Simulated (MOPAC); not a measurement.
MOPAC input (MNDO):

```
MNDO PRECISE GNORM=0.05 LET XYZ UHF MS=0.5 GEO-OK AUX(PRECISION=9) THREADS=1
C3H7O

O     0.05230881 1   -0.67057054 1    0.10712734 1
C    -0.06030901 1    0.67760296 1   -0.04419087 1
C     1.37272476 1   -1.17986554 1    0.01616680 1
C    -1.44671800 1    1.19660655 1   -0.00721166 1
H     0.71276390 1    1.16106688 1   -0.63684807 1
H     1.30577715 1   -2.26075463 1    0.11899958 1
H     1.81883767 1   -0.93384930 1   -0.95344006 1
H     2.00154543 1   -0.77313859 1    0.81351599 1
H    -2.04587074 1    0.85259076 1   -0.86374707 1
H    -1.96391863 1    0.86558883 1    0.89724905 1
H    -1.44179168 1    2.28699647 1   -0.02133387 1
```

From the last part of the output:

```
                                                       MOPAC v23.2.5 Linux

          FINAL HEAT OF FORMATION =        -37.71649 KCAL/MOL =    -157.80579 KJ/MOL

          COSMO AREA              =        107.16 SQUARE ANGSTROMS
          COSMO VOLUME            =         88.53 CUBIC ANGSTROMS

          GRADIENT NORM           =          0.03383          =       0.01020 PER ATOM
          IONIZATION POTENTIAL    =          8.552247 EV
          ALPHA SOMO LUMO (EV)    =         -8.552  3.338
          BETA  SOMO LUMO (EV)    =        -11.900  1.453
          NO. OF ALPHA ELECTRONS  =         13
          NO. OF BETA  ELECTRONS  =         12
          MOLECULAR WEIGHT        =         59.0877         POINT GROUP:  Cs

          MOLECULAR DIMENSIONS (Angstroms)

            Atom       Atom       Distance
            H    11    H     6     5.36684
            H     9    H     8     3.12464
            H     7    H    10     2.93647

          SCF CALCULATIONS        =         66

   ATOM   CHEMICAL          X               Y               Z
  NUMBER   SYMBOL      (ANGSTROMS)     (ANGSTROMS)     (ANGSTROMS)

     1       O          0.09104303  *  -0.65444704  *   0.08072365  *
     2       C         -0.08708696  *   0.66866152  *  -0.09823737  *
     3       C          1.37833754  *  -1.20502184  *   0.00785897  *
     4       C         -1.47680577  *   1.20001312  *  -0.01303315  *
     5       H          0.75936338  *   1.32435986  *  -0.30167154  *
     6       H          1.27593131  *  -2.30073930  *   0.18913062  *
     7       H          1.84824412  *  -1.05625107  *  -0.99470955  *
     8       H          2.06593738  *  -0.78293609  *   0.78058583  *
     9       H         -2.12503972  *   0.78444323  *  -0.81365416  *
    10       H         -1.95181112  *   0.96747643  *   0.96338719  *
    11       H         -1.46267859  *   2.30385621  *  -0.12812639  *

                             CARTESIAN COORDINATES

   1    O        0.091043029    -0.654447041     0.080723653
   2    C       -0.087086963     0.668661517    -0.098237373
   3    C        1.378337539    -1.205021836     0.007858971
   4    C       -1.476805766     1.200013116    -0.013033151
   5    H        0.759363385     1.324359859    -0.301671538
   6    H        1.275931309    -2.300739303     0.189130620
   7    H        1.848244122    -1.056251067    -0.994709546
   8    H        2.065937378    -0.782936087     0.780585834
   9    H       -2.125039717     0.784443226    -0.813654163
  10    H       -1.951811124     0.967476426     0.963387187
  11    H       -1.462678587     2.303856212    -0.128126394

           Empirical Formula: C3 H7 O  =    11 atoms

      MOLECULAR POINT GROUP   :   Cs

          ALPHA EIGENVALUES
 -43.90218 -33.62771 -28.27968 -23.04834 -18.13550 -16.24028 -16.11319 -14.18459
 -13.74253 -13.56070 -12.52385 -12.35522  -8.55225   3.33848   3.76650   3.82418
   4.04454   4.37403   4.50506   4.82273   4.92880   5.96017   6.90412

           BETA EIGENVALUES
 -43.45423 -33.22650 -28.23119 -22.31010 -17.95395 -15.98961 -15.76998 -13.96028
 -13.72062 -13.46050 -12.26458 -11.89998   1.45250   3.60211   3.81045   3.88376
   4.32786   4.54369   4.75081   4.85832   5.20860   6.13054   7.33315

              NET ATOMIC CHARGES AND DIPOLE CONTRIBUTIONS

  ATOM NO.   TYPE          CHARGE      No. of ELECS.   s-Pop       p-Pop
    1          O          -0.253370        6.2534     1.80231     4.45106
    2          C          -0.096449        4.0964     1.25631     2.84014
    3          C           0.207227        3.7928     1.22415     2.56862
    4          C           0.090533        3.9095     1.20299     2.70648
    5          H           0.068886        0.9311     0.93111
    6          H           0.015415        0.9846     0.98459
    7          H          -0.015933        1.0159     1.01593
    8          H          -0.015905        1.0159     1.01591
    9          H           0.002436        0.9976     0.99756
   10          H           0.003723        0.9963     0.99628
   11          H          -0.006562        1.0066     1.00656
 DIPOLE           X         Y         Z       TOTAL
 POINT-CHG.     0.692     0.171    -0.108     0.721
 HYBRID         0.501     0.225    -0.098     0.558
 SUM            1.193     0.397    -0.206     1.274

          ATOMIC ORBITAL ELECTRON POPULATIONS

     Atom    s        px        py        pz
    1  O   1.80231   1.35581   1.25804   1.83721
    2  C   1.25631   0.94197   0.78383   1.11435
    3  C   1.22415   0.76893   0.89990   0.89980
    4  C   1.20299   0.87899   0.90437   0.92311
    5  H   0.93111
    6  H   0.98459
    7  H   1.01593
    8  H   1.01591
    9  H   0.99756
   10  H   0.99628
   11  H   1.00656

                    (SZ)    =    0.500000
                    (S**2)  =    0.757145

          ATOMIC ORBITAL SPIN POPULATIONS

    Atom   Total    s     px     py     pz
         Atomic
    1  O  0.0937  0.005  0.002 -0.024  0.110
    2  C  0.9728  0.053  0.055  0.044  0.821
    3  C -0.0045 -0.000 -0.002 -0.000 -0.002
    4  C -0.0815 -0.008 -0.043 -0.011 -0.020
    5  H -0.0484 -0.048
    6  H -0.0020 -0.002
    7  H  0.0046  0.005
    8  H  0.0046  0.005
    9  H  0.0302  0.030
   10  H  0.0271  0.027
   11  H  0.0033  0.003

 **********************
 *                    *
 * JOB ENDED NORMALLY *
 *                    *
 **********************

 == MOPAC DONE ==
```
